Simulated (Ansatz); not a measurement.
The parent structure is Ag in the fcc (Cu type) structure (space group Fm-3m, No. 225; a = 4.149 Å).

Computed with PBE in Ansatz (plane waves to 420 eV, PAW, without spin-orbit coupling), earlier PAW set.

Now apply this change: full substitution Ag → Al; the structure is relaxed again.

Measured lattice parameter a: Ag 4.062 Å (static lattice; corrected from measurement; as listed in Daniel Mejia-Rodriguez, S. B. Trickey, Phys. Rev. B (2018)); Al 4.018 Å (static lattice; corrected from measurement; as listed in Daniel Mejia-Rodriguez, S. B. Trickey, Phys. Rev. B (2018)).

Question: How well does PBE reproduce the measured shift?

Answer: With PBE the lattice parameter a moves by -0.109 Å (4.149 → 4.040) against -0.044 Å measured.

Whether these cells are dynamically stable was not tested.

Ansatz is an electronic-structure program.
